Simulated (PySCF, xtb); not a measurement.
P₂, SMILES P#P.

Harmonic wavenumbers (cm⁻¹) from xtb with GFN2-xTB at its own minimum, in rising order: 909.

Question: What does B3LYP-D3(BJ)/def2-TZVPD (PySCF) give at its own minimum? (An estimate is asked for; the answer gives what the named calculation found.)

Answer: 812. Paired by order, the mean absolute difference is 97 cm⁻¹ and the zero-point energies are 1.3 and 1.2 kcal/mol.
